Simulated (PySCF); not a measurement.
**F, F⁺: ionisation energy in cc-pVTZ**

Wanted: the ionisation energy of fluorine, up a ladder of methods.

Method: unrestricted determinants in a Gaussian basis, no spin-orbit coupling in the energies. Code: PySCF 2.14.0.

6 further runs of the same task are left out: 6 set aside as unsound or not needed.

**1. The atom as given**

```
Element                                   : fluorine (Z = 9)
Basis                                     : cc-pVTZ
Hamiltonian                               : the non-relativistic Hamiltonian (point nucleus)
State 1                                   : F: [He] 2s2 2p5, 2P determinant
State 2                                   : F⁺: [He] 2s2 2p4, high-spin 3P determinant
Methods                                   : UHF, M06-L, r2SCAN, MP2, CCSD(T)
Core shells frozen in the correlated runs : valence: 1s2 (for F)
```

The outer shells:

F [He] 2s2 2p5
```
[He] core
2s [↑↓]
2p [↑↓][↑↓][↑ ]
```

F+ [He] 2s2 2p4
```
[He] core
2s [↑↓]
2p [↑↓][↑ ][↑ ]
```

The runs were made by one driver on top of PySCF. The scripts below sum up each run's settings (the driver also hands on starting orbitals that pick excited configurations, and frozen orbitals as a list rather than a count), and the logs come from the driver's own runs. The driver starts from symmetry-adapted Hartree-Fock orbitals, holds the occupation by maximum overlap and uses a logarithmic radial grid for functionals, so a plain start would take other cycles.

It was started by

```bash
OMP_NUM_THREADS=1 python atomrun2.py TASK.json OUT
```

The integrals over 30 functions and the set-up took 0.04 s of CPU time.

**2. F: the ladder of methods**

#### UHF

The input, input.py:

```python
from pyscf import gto, scf, dft, mp, cc
import basis_set_exchange as bse
mol = gto.M(atom="F 0 0 0", charge=0, spin=1, symmetry="D2h",
            basis=gto.basis.parse(bse.get_basis("cc-pVTZ", elements=["F"], fmt="nwchem", header=False)))
mf = scf.UHF(mol)
mf.irrep_nelec = {'Ag': (2, 2), 'B1u': (1, 1), 'B2u': (1, 1), 'B3u': (1, 0)}
mf.kernel()
```

Output:

```text
damping factor = 0
level_shift factor = 0
DIIS = <class 'pyscf.scf.diis.CDIIS'>
diis_start_cycle = 1
diis_space = 10
diis_damp = 0
SCF conv_tol = 1e-09
SCF conv_tol_grad = None
number electrons alpha = 5  beta = 4
cycle= 1 E= -99.4053098422632  delta_E= -0.00432  |g|= 0.0289  |ddm|= 0.0329
cycle= 2 E= -99.4055118679125  delta_E= -0.000202  |g|= 0.00661  |ddm|= 0.00824
cycle= 3 E= -99.4055246178675  delta_E= -1.27e-05  |g|= 0.000503  |ddm|= 0.00326
cycle= 4 E= -99.4055248113372  delta_E= -1.93e-07  |g|= 0.000236  |ddm|= 0.00087
cycle= 5 E= -99.4055248533085  delta_E= -4.2e-08  |g|= 9.05e-05  |ddm|= 0.000494
cycle= 6 E= -99.405524859528  delta_E= -6.22e-09  |g|= 1.42e-05  |ddm|= 0.000257
cycle= 7 E= -99.4055248596807  delta_E= -1.53e-10  |g|= 1.9e-06  |ddm|= 3.6e-05
converged SCF energy = -99.4055248596807  <S^2> = 0.75341461  2S+1 = 2.0034117
```

It took 0.09 s on 1 thread of Neoverse-V1, shared host, the integrals not counted.

Orbital energies by shell (radii are means over both spins):

| shell | electrons | mean orbital energy (eV) | spread (eV) | rms radius (bohr) |
| --- | --- | --- | --- | --- |
| 1s α | 1 | -718.47 | 0 | 0.204 |
| 1s β | 1 | -717.17 | 0 | 0.204 |
| 2s α | 1 | -45.410 | 0 | 1.10 |
| 2s β | 1 | -40.127 | 0 | 1.10 |
| 2p α | 3 | -20.804 | 3.070 | 1.23 |
| 2p β | 2 | -18.404 | 0 | 1.23 |

⟨S²⟩ = 0.753, ⟨L²⟩ = 2.01.

#### M06-L

input.py, as changed from the run before:

```diff
@@ -4,3 +4,3 @@
             basis=gto.basis.parse(bse.get_basis("cc-pVTZ", elements=["F"], fmt="nwchem", header=False)))
-mf = scf.UHF(mol)
+mf = dft.UKS(mol, xc="M06L")
 mf.irrep_nelec = {'Ag': (2, 2), 'B1u': (1, 1), 'B2u': (1, 1), 'B3u': (1, 0)}
```

Output:

```text
damping factor = 0
level_shift factor = 0
DIIS = <class 'pyscf.scf.diis.CDIIS'>
diis_start_cycle = 1
diis_space = 10
diis_damp = 0
SCF conv_tol = 1e-09
SCF conv_tol_grad = None
number electrons alpha = 5  beta = 4
XC functionals = M06L
    Y. Zhao and D. G. Truhlar.,  J. Chem. Phys. 125, 194101 (2006)
    Y. Zhao and D. G. Truhlar.,  J. Chem. Phys. 125, 194101 (2006)
    Y. Zhao and D. G. Truhlar.,  Theor. Chem. Acc. 120, 215 (2008)
cycle= 1 E= -99.7437044801864  delta_E= -0.00442  |g|= 0.0147  |ddm|= 0.107
cycle= 2 E= -99.7437399346137  delta_E= -3.55e-05  |g|= 0.00533  |ddm|= 0.0124
cycle= 3 E= -99.7437433240418  delta_E= -3.39e-06  |g|= 0.00387  |ddm|= 0.00956
cycle= 4 E= -99.743747079609  delta_E= -3.76e-06  |g|= 4.1e-05  |ddm|= 0.00411
cycle= 5 E= -99.7437470802283  delta_E= -6.19e-10  |g|= 9.05e-06  |ddm|= 6.35e-05
converged SCF energy = -99.7437470802283  <S^2> = 0.75286867  2S+1 = 2.0028666
```

Time after the integrals: 0.26 s (1 thread of Neoverse-V1, shared host).

#### r2SCAN

input.py, as changed from the run before:

```diff
@@ -4,3 +4,3 @@
             basis=gto.basis.parse(bse.get_basis("cc-pVTZ", elements=["F"], fmt="nwchem", header=False)))
-mf = dft.UKS(mol, xc="M06L")
+mf = dft.UKS(mol, xc="R2SCAN")
 mf.irrep_nelec = {'Ag': (2, 2), 'B1u': (1, 1), 'B2u': (1, 1), 'B3u': (1, 0)}
```

Output:

```text
damping factor = 0
level_shift factor = 0
DIIS = <class 'pyscf.scf.diis.CDIIS'>
diis_start_cycle = 1
diis_space = 10
diis_damp = 0
SCF conv_tol = 1e-09
SCF conv_tol_grad = None
number electrons alpha = 5  beta = 4
XC functionals = R2SCAN
    J. W. Furness, A. D. Kaplan, J. Ning, J. P. Perdew, and J. Sun.,  J. Phys. Chem. Lett. 11, 8208-8215 (2020)
    J. W. Furness, A. D. Kaplan, J. Ning, J. P. Perdew, and J. Sun.,  J. Phys. Chem. Lett. 11, 9248-9248 (2020)
    J. W. Furness, A. D. Kaplan, J. Ning, J. P. Perdew, and J. Sun.,  J. Phys. Chem. Lett. 11, 8208-8215 (2020)
    J. W. Furness, A. D. Kaplan, J. Ning, J. P. Perdew, and J. Sun.,  J. Phys. Chem. Lett. 11, 9248-9248 (2020)
cycle= 1 E= -99.7209540032037  delta_E= -0.00577  |g|= 0.0129  |ddm|= 0.163
cycle= 2 E= -99.7209940916062  delta_E= -4.01e-05  |g|= 0.00224  |ddm|= 0.00841
cycle= 3 E= -99.7209952353997  delta_E= -1.14e-06  |g|= 0.00169  |ddm|= 0.0039
cycle= 4 E= -99.720995936826  delta_E= -7.01e-07  |g|= 0.000222  |ddm|= 0.00198
cycle= 5 E= -99.720995957811  delta_E= -2.1e-08  |g|= 2.5e-05  |ddm|= 0.000378
cycle= 6 E= -99.7209959582145  delta_E= -4.04e-10  |g|= 8.14e-07  |ddm|= 6.72e-05
converged SCF energy = -99.7209959582145  <S^2> = 0.75204451  2S+1 = 2.0020435
```

Time after the integrals: 0.29 s (1 thread of Neoverse-V1, shared host).

#### MP2 (valence)

input.py, as changed from the run before:

```diff
@@ -4,4 +4,5 @@
             basis=gto.basis.parse(bse.get_basis("cc-pVTZ", elements=["F"], fmt="nwchem", header=False)))
-mf = dft.UKS(mol, xc="R2SCAN")
+mf = scf.UHF(mol)
 mf.irrep_nelec = {'Ag': (2, 2), 'B1u': (1, 1), 'B2u': (1, 1), 'B3u': (1, 0)}
 mf.kernel()
+mp.UMP2(mf, frozen=1).kernel()
```

This step left no log, only its results.

It took 0.01 s on 1 thread of Neoverse-V1, shared host, the integrals not counted.

With 7 electrons correlated, the MP2 correlation energy is -0.19984 hartree (-0.04865 same spin, -0.15119 opposite spin); the SCS form gives -0.19764. Largest pairs of shells: 2p-2p -0.1227, 2s-2p -0.0671, 2s-2s -0.0100.

#### CCSD(T) (valence)

input.py, as changed from the run before:

```diff
@@ -7,2 +7,3 @@
 mf.kernel()
-mp.UMP2(mf, frozen=1).kernel()
+mycc = cc.CCSD(mf, frozen=1).run()
+mycc.ccsd_t()
```

Output:

```text
CC2 = 0
CCSD nocc = (np.int64(4), np.int64(3)), nmo = (29, 29)
frozen orbitals [[0], [0]]
max_cycle = 100
direct = 0
conv_tol = 1e-08
conv_tol_normt = 1e-06
diis_space = 8
diis_start_cycle = 0
Init t2, MP2 energy = -0.19983556686631
Init E_corr(UCCSD) = -0.199835566867912
cycle = 1  E_corr(UCCSD) = -0.208178568021048  dE = -0.00834300115  norm(t1,t2) = 0.0232386
cycle = 2  E_corr(UCCSD) = -0.210480150797535  dE = -0.00230158278  norm(t1,t2) = 0.00674344
cycle = 3  E_corr(UCCSD) = -0.2112465983096  dE = -0.000766447512  norm(t1,t2) = 0.00296582
cycle = 4  E_corr(UCCSD) = -0.211256341776018  dE = -9.74346642e-06  norm(t1,t2) = 0.000832313
cycle = 5  E_corr(UCCSD) = -0.211241947246468  dE = 1.43945295e-05  norm(t1,t2) = 0.000286412
cycle = 6  E_corr(UCCSD) = -0.211245650242706  dE = -3.70299624e-06  norm(t1,t2) = 4.47173e-05
cycle = 7  E_corr(UCCSD) = -0.211246054755797  dE = -4.0451309e-07  norm(t1,t2) = 8.34823e-06
cycle = 8  E_corr(UCCSD) = -0.211245761727687  dE = 2.9302811e-07  norm(t1,t2) = 1.9682e-06
cycle = 9  E_corr(UCCSD) = -0.211245825698757  dE = -6.397107e-08  norm(t1,t2) = 4.41355e-07
cycle = 10  E_corr(UCCSD) = -0.211245823913435  dE = 1.78532134e-09  norm(t1,t2) = 6.56703e-08
UCCSD converged
E(UCCSD) = -99.61677068359411  E_corr = -0.2112458239134353
UCCSD(T) correction = -0.00359005641164465
```

It took 0.4 s on 1 thread of Neoverse-V1, shared host, the integrals not counted.

CCSD correlation -0.21125 hartree, triples -0.00359; total -99.620361. T1 = 0.005, largest double amplitude 0.041.

Radial density 4πr²ρ of F at UHF:

| r (bohr) | density | spin density |
| --- | --- | --- |
| 0.00324 | 0.0558 | 0.000 |
| 0.00546 | 0.152 | 0.000 |
| 0.00918 | 0.402 | 0.000 |
| 0.0154 | 1.02 | 0.000 |
| 0.0260 | 2.38 | 0.000 |
| 0.0437 | 4.92 | 0.002 |
| 0.0735 | 8.20 | 0.009 |
| 0.124 | 9.68 | 0.042 |
| 0.208 | 6.84 | 0.165 |
| 0.350 | 4.08 | 0.500 |
| 0.588 | 5.77 | 0.897 |
| 0.989 | 5.39 | 0.764 |
| 1.66 | 1.87 | 0.228 |
| 2.80 | 0.200 | 0.018 |
| 4.71 | 0.000633 | 0.000 |

**3. F⁺**

#### UHF

The input, input.py:

```python
from pyscf import gto, scf, dft, mp, cc
import basis_set_exchange as bse
mol = gto.M(atom="F 0 0 0", charge=1, spin=2, symmetry="D2h",
            basis=gto.basis.parse(bse.get_basis("cc-pVTZ", elements=["F"], fmt="nwchem", header=False)))
mf = scf.UHF(mol)
mf.irrep_nelec = {'Ag': (2, 2), 'B1u': (1, 0), 'B2u': (1, 1), 'B3u': (1, 0)}
mf.kernel()
```

Output:

```text
damping factor = 0
level_shift factor = 0
DIIS = <class 'pyscf.scf.diis.CDIIS'>
diis_start_cycle = 1
diis_space = 10
diis_damp = 0
SCF conv_tol = 1e-09
SCF conv_tol_grad = None
number electrons alpha = 5  beta = 3
cycle= 1 E= -98.8300238513749  delta_E= -0.00471  |g|= 0.0306  |ddm|= 0.0364
cycle= 2 E= -98.8302425872102  delta_E= -0.000219  |g|= 0.00691  |ddm|= 0.009
cycle= 3 E= -98.8302557530844  delta_E= -1.32e-05  |g|= 0.000347  |ddm|= 0.00328
cycle= 4 E= -98.8302558367642  delta_E= -8.37e-08  |g|= 0.000123  |ddm|= 0.00062
cycle= 5 E= -98.8302558470892  delta_E= -1.03e-08  |g|= 2.09e-05  |ddm|= 0.000326
cycle= 6 E= -98.8302558472612  delta_E= -1.72e-10  |g|= 2.84e-06  |ddm|= 4.54e-05
converged SCF energy = -98.8302558472612  <S^2> = 2.0050715  2S+1 = 3.0033791
```

Time after the integrals: 0.08 s (1 thread of Neoverse-V1, shared host).

Orbital energies by shell (radii are means over both spins):

| shell | electrons | mean orbital energy (eV) | spread (eV) | rms radius (bohr) |
| --- | --- | --- | --- | --- |
| 1s α | 1 | -740.08 | 0 | 0.204 |
| 1s β | 1 | -737.19 | 0 | 0.204 |
| 2s α | 1 | -65.383 | 0 | 1.06 |
| 2s β | 1 | -54.324 | 0 | 1.06 |
| 2p α | 3 | -40.729 | 3.300 | 1.10 |
| 2p β | 1 | -35.656 | 0 | 1.10 |

⟨S²⟩ = 2.005, ⟨L²⟩ = 2.01.

#### M06-L

input.py, as changed from the run before:

```diff
@@ -4,3 +4,3 @@
             basis=gto.basis.parse(bse.get_basis("cc-pVTZ", elements=["F"], fmt="nwchem", header=False)))
-mf = scf.UHF(mol)
+mf = dft.UKS(mol, xc="M06L")
 mf.irrep_nelec = {'Ag': (2, 2), 'B1u': (1, 0), 'B2u': (1, 1), 'B3u': (1, 0)}
```

Output:

```text
damping factor = 0
level_shift factor = 0
DIIS = <class 'pyscf.scf.diis.CDIIS'>
diis_start_cycle = 1
diis_space = 10
diis_damp = 0
SCF conv_tol = 1e-09
SCF conv_tol_grad = None
number electrons alpha = 5  beta = 3
XC functionals = M06L
    Y. Zhao and D. G. Truhlar.,  J. Chem. Phys. 125, 194101 (2006)
    Y. Zhao and D. G. Truhlar.,  J. Chem. Phys. 125, 194101 (2006)
    Y. Zhao and D. G. Truhlar.,  Theor. Chem. Acc. 120, 215 (2008)
cycle= 1 E= -99.1108952885367  delta_E= -0.00397  |g|= 0.0188  |ddm|= 0.0698
cycle= 2 E= -99.1109559661571  delta_E= -6.07e-05  |g|= 0.0069  |ddm|= 0.0239
cycle= 3 E= -99.1109655569792  delta_E= -9.59e-06  |g|= 0.00187  |ddm|= 0.0104
cycle= 4 E= -99.1109662533044  delta_E= -6.96e-07  |g|= 3.65e-05  |ddm|= 0.00208
cycle= 5 E= -99.1109662535937  delta_E= -2.89e-10  |g|= 1.66e-06  |ddm|= 4.39e-05
converged SCF energy = -99.1109662535937  <S^2> = 2.0046718  2S+1 = 3.0031129
```

It took 0.23 s on 1 thread of Neoverse-V1, shared host, the integrals not counted.

#### r2SCAN

input.py, as changed from the run before:

```diff
@@ -4,3 +4,3 @@
             basis=gto.basis.parse(bse.get_basis("cc-pVTZ", elements=["F"], fmt="nwchem", header=False)))
-mf = dft.UKS(mol, xc="M06L")
+mf = dft.UKS(mol, xc="R2SCAN")
 mf.irrep_nelec = {'Ag': (2, 2), 'B1u': (1, 0), 'B2u': (1, 1), 'B3u': (1, 0)}
```

Output:

```text
damping factor = 0
level_shift factor = 0
DIIS = <class 'pyscf.scf.diis.CDIIS'>
diis_start_cycle = 1
diis_space = 10
diis_damp = 0
SCF conv_tol = 1e-09
SCF conv_tol_grad = None
number electrons alpha = 5  beta = 3
XC functionals = R2SCAN
    J. W. Furness, A. D. Kaplan, J. Ning, J. P. Perdew, and J. Sun.,  J. Phys. Chem. Lett. 11, 8208-8215 (2020)
    J. W. Furness, A. D. Kaplan, J. Ning, J. P. Perdew, and J. Sun.,  J. Phys. Chem. Lett. 11, 9248-9248 (2020)
    J. W. Furness, A. D. Kaplan, J. Ning, J. P. Perdew, and J. Sun.,  J. Phys. Chem. Lett. 11, 8208-8215 (2020)
    J. W. Furness, A. D. Kaplan, J. Ning, J. P. Perdew, and J. Sun.,  J. Phys. Chem. Lett. 11, 9248-9248 (2020)
cycle= 1 E= -99.0779005998894  delta_E= -0.00541  |g|= 0.0128  |ddm|= 0.149
cycle= 2 E= -99.0779427670271  delta_E= -4.22e-05  |g|= 0.00232  |ddm|= 0.0104
cycle= 3 E= -99.0779439784279  delta_E= -1.21e-06  |g|= 0.0013  |ddm|= 0.00414
cycle= 4 E= -99.0779443571468  delta_E= -3.79e-07  |g|= 5.76e-05  |ddm|= 0.00162
cycle= 5 E= -99.0779443591982  delta_E= -2.05e-09  |g|= 6.51e-06  |ddm|= 0.000144
cycle= 6 E= -99.0779443592187  delta_E= -2.04e-11  |g|= 2.64e-07  |ddm|= 1.63e-05
converged SCF energy = -99.0779443592187  <S^2> = 2.0031918  2S+1 = 3.0021271
```

Time after the integrals: 0.26 s (1 thread of Neoverse-V1, shared host).

#### MP2 (valence)

input.py, as changed from the run before:

```diff
@@ -4,4 +4,5 @@
             basis=gto.basis.parse(bse.get_basis("cc-pVTZ", elements=["F"], fmt="nwchem", header=False)))
-mf = dft.UKS(mol, xc="R2SCAN")
+mf = scf.UHF(mol)
 mf.irrep_nelec = {'Ag': (2, 2), 'B1u': (1, 0), 'B2u': (1, 1), 'B3u': (1, 0)}
 mf.kernel()
+mp.UMP2(mf, frozen=1).kernel()
```

The driver printed no log here.

Time after the integrals: 0.01 s (1 thread of Neoverse-V1, shared host).

With 6 electrons correlated, the MP2 correlation energy is -0.14323 hartree (-0.03504 same spin, -0.10820 opposite spin); the SCS form gives -0.14151. Largest pairs of shells: 2p-2p -0.0674, 2s-2p -0.0659, 2s-2s -0.0099.

#### CCSD(T) (valence)

input.py, as changed from the run before:

```diff
@@ -7,2 +7,3 @@
 mf.kernel()
-mp.UMP2(mf, frozen=1).kernel()
+mycc = cc.CCSD(mf, frozen=1).run()
+mycc.ccsd_t()
```

Output:

```text
CC2 = 0
CCSD nocc = (np.int64(4), np.int64(2)), nmo = (29, 29)
frozen orbitals [[0], [0]]
max_cycle = 100
direct = 0
conv_tol = 1e-08
conv_tol_normt = 1e-06
diis_space = 8
diis_start_cycle = 0
Init t2, MP2 energy = -0.143233496833932
Init E_corr(UCCSD) = -0.143233496836826
cycle = 1  E_corr(UCCSD) = -0.155542312085538  dE = -0.0123088152  norm(t1,t2) = 0.0208961
cycle = 2  E_corr(UCCSD) = -0.157670742832585  dE = -0.00212843075  norm(t1,t2) = 0.00653435
cycle = 3  E_corr(UCCSD) = -0.158523332275019  dE = -0.000852589442  norm(t1,t2) = 0.00269883
cycle = 4  E_corr(UCCSD) = -0.158481470472964  dE = 4.18618021e-05  norm(t1,t2) = 0.000634254
cycle = 5  E_corr(UCCSD) = -0.158493772715237  dE = -1.23022423e-05  norm(t1,t2) = 0.000108451
cycle = 6  E_corr(UCCSD) = -0.158493187273195  dE = 5.85442042e-07  norm(t1,t2) = 1.91161e-05
cycle = 7  E_corr(UCCSD) = -0.158493071203169  dE = 1.16070026e-07  norm(t1,t2) = 3.35892e-06
cycle = 8  E_corr(UCCSD) = -0.158493082796796  dE = -1.15936279e-08  norm(t1,t2) = 6.84569e-07
cycle = 9  E_corr(UCCSD) = -0.158493084280444  dE = -1.48364729e-09  norm(t1,t2) = 9.56892e-08
UCCSD converged
E(UCCSD) = -98.98874893154166  E_corr = -0.1584930842804437
UCCSD(T) correction = -0.00204600400692595
```

It took 0.33 s on 1 thread of Neoverse-V1, shared host, the integrals not counted.

CCSD correlation -0.15849 hartree, triples -0.00205; total -98.990795. T1 = 0.004, largest double amplitude 0.031.

Radial density 4πr²ρ of F⁺ at UHF:

| r (bohr) | density | spin density |
| --- | --- | --- |
| 0.00324 | 0.0560 | 0.000 |
| 0.00546 | 0.153 | 0.000 |
| 0.00918 | 0.403 | 0.000 |
| 0.0154 | 1.02 | 0.000 |
| 0.0260 | 2.39 | 0.001 |
| 0.0437 | 4.94 | 0.004 |
| 0.0735 | 8.23 | 0.019 |
| 0.124 | 9.70 | 0.094 |
| 0.208 | 6.81 | 0.373 |
| 0.350 | 4.00 | 1.116 |
| 0.588 | 5.58 | 1.948 |
| 0.989 | 4.86 | 1.549 |
| 1.66 | 1.30 | 0.385 |
| 2.80 | 0.0814 | 0.019 |
| 4.71 | 0.000228 | 0.000 |

**4. Orbital energies side by side**

Highest occupied Hartree-Fock shell of each state: F 2p β at -18.404 eV; F⁺ 2p β at -35.656 eV.

**5. The energy differences**

Ionisation energy: F [He] 2s2 2p5 (2P) → F⁺ [He] 2s2 2p4 (3P).

| method | value (eV) | error (eV) | CPU time, both states (s) |
| --- | --- | --- | --- |
| UHF | 15.654 | -1.773 | 0.17 |
| M06-L | 17.219 | -0.208 | 0.49 |
| r2SCAN | 17.498 | +0.071 | 0.55 |
| MP2 (valence) | 17.194 | -0.233 | 0.19 |
| SCS-MP2 (valence) | 17.181 | -0.246 | 0.19 |
| CCSD (valence) | 17.089 | -0.338 |  |
| CCSD(T) (valence) | 17.131 | -0.296 | 0.91 |

Reference: 17.427 eV (measured; NIST levels, between the centres of gravity of the two terms). Errors of the correlated levels include the incompleteness of this basis.

Times are CPU seconds on a shared host without the integrals; correlated rows include their Hartree-Fock run, whose time holds the symmetry-adapted start and any spin-orbit constants, while functionals begin from orbitals already made.

**6. Outcome**

```
            quantity                                                      value
ionisation energy, F  UHF 15.654, CCSD(T) (valence) 17.131 eV; reference 17.427
```

Accuracy against cost (mean over 1 difference):

| method | mean absolute miss against the measured value (with the measured fine structure taken into account where it is known) (eV) | CPU time, both states (s) |
| --- | --- | --- |
| UHF | 1.773 | 0.17 |
| M06-L | 0.208 | 0.49 |
| r2SCAN | 0.071 | 0.55 |
| MP2 (valence) | 0.233 | 0.19 |
| SCS-MP2 (valence) | 0.246 | 0.19 |
| CCSD (valence) | 0.338 |  |
| CCSD(T) (valence) | 0.296 | 0.91 |

r2SCAN lands nearest to the measured value (off by 0.07 eV); UHF misses by most (1.77 eV). Hartree-Fock falls short because the species with more electrons holds more correlation energy, which it lacks. All values hold for this basis alone; no basis-set limit was taken. The dearest level timed, CCSD(T) (valence), costs 5.4 times the cheapest, UHF, and differs from the measured value (with the measured fine structure taken into account where it is known) by 0.30 against 1.77 eV.
